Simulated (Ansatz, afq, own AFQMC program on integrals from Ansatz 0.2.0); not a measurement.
## CH₂Ge⁺, doublet in cc-pVDZ, levels against CCSDT(Q)

```yaml
atoms:
  - { symbol: Ge, position_ang: [0.0000, 0.0000, 0.3030] }
  - { symbol: C, position_ang: [0.0000, 0.0000, -1.4834] }
  - { symbol: H, position_ang: [0.0000, -0.9122, -2.0790] }
  - { symbol: H, position_ang: [0.0000, 0.9122, -2.0790] }
```

Connectivity, by distances: Ge–CH2.

Basis cc-pVDZ. Noble-gas cores (and the filled d shells of Ga–Kr and In–Xe) are frozen. Ansatz 0.2.0 and our own AFQMC program on the same integrals; the CISD trial comes from CCSD amplitudes, and released means the phaseless constraint is let go. Free projection: walkers drawn from exp(T), propagated without any constraint. Its projection time is finite, and what remains of the start isn't in its error. Error bars are statistical, one sigma. No spin–orbit coupling.

Determinant: UHF, the one that the program's search chose, which needn't be the lowest solution. The geometry is a PBE0/def2-TZVP stationary point of this or a neighbouring charge and spin state.

No full CI on the walks' own integrals is used here; CCSDT(Q) serves as the reference and is uncertain by about the last step of the cluster series.

Cautions: no relativity below Rb; no spin-orbit coupling; inner d shell frozen.

The T1 diagnostic is 0.0131. The weight of the determinant in the CISD state is 0.894 and the ⟨S²⟩ of the determinant is 0.757. The size of the correlated space is 9 electrons in 36 orbitals.

```tsv
level	correlation energy (eV)
MP2	-4.4740
CCSD	-5.3378
CCSD(T)	-5.4744
```

(1) Estimate where phaseless AFQMC with the Hartree–Fock trial lies against CCSD(T) on the same integrals.

(1) 0.16 ± 1.29 kcal/mol below CCSD(T). The gap is under twice the noise, so this walk alone can't tell the two apart.

Reference: CCSDT(Q), correlation energy -5.505 eV. The released energy is read at 2.40 1/Eh (meV from the phaseless value at times in 1/Eh: -14 ± 13 at 0.24, -11 ± 13 at 0.51, -5 ± 12 at 0.99, -26 ± 13 at 1.62, -28 ± 13 at 2.40).

```json
{"level": "CCSD(T)", "E − E(reference) (kcal/mol)": "0.71", "share of correlation (%)": "99.44"}
{"level": "CCSDT", "E − E(reference) (kcal/mol)": "0.19", "share of correlation (%)": "99.85"}
{"level": "ph-AFQMC/HF", "E − E(reference) (kcal/mol)": "0.56 ± 1.29", "share of correlation (%)": "99.56"}
{"level": "ph-AFQMC/CISD", "E − E(reference) (kcal/mol)": "0.34 ± 0.21", "share of correlation (%)": "99.74"}
{"level": "released AFQMC", "E − E(reference) (kcal/mol)": "-0.30 ± 0.30", "share of correlation (%)": "100.24"}
{"level": "free AFQMC", "E − E(reference) (kcal/mol)": "-0.20 ± 0.43", "share of correlation (%)": "100.16"}
```

Free projections are given only where their last times agree within the noise and don't stop above the reference; a slow remainder of the start can still hide under it. A walk keeps the symmetry of its determinant, which the program's search chose and which needn't be the lowest solution, so a lower state of the same spin and another symmetry isn't excluded. Released energies are given only where the last usable release times agree within the noise; a slower fall can still hide under it.
